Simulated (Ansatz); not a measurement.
MgH₂. Total charge 0; singlet. Geometry PBE0-D4/def2-TZVP, basis def2-TZVP, Ansatz.

```xyz
3

Mg    0.0000    0.0000    0.0000
H     1.5171    0.6764   -0.3845
H    -1.5171   -0.6764    0.3845
```

```csv
run,HOMO (eV),LUMO (eV)
A,-9.38,0.74
B,-6.31,-0.65
C,-8.61,0.20
D,-6.74,-0.47
E,-9.97,1.17
F,-9.61,1.09
```

LC-ωPBE has ω = 0.4 bohr⁻¹.

The runs used CAM-B3LYP, LC-ωPBE, r2SCAN, r2SCANh, ωB97M-V, ωB97X-V. Estimate which is which.

A ωB97M-V (range-separated); B r2SCAN (0 % exact exchange); C CAM-B3LYP (range-separated); D r2SCANh (10 % exact exchange); E LC-ωPBE (range-separated); F ωB97X-V (range-separated). Exact exchange lowers occupied and raises empty levels; among semilocal functionals meta-GGAs tend to open the gap a little, and such runs are hard to tell apart. The gap grows from 5.66 eV (r2SCAN) to 11.14 eV (LC-ωPBE).
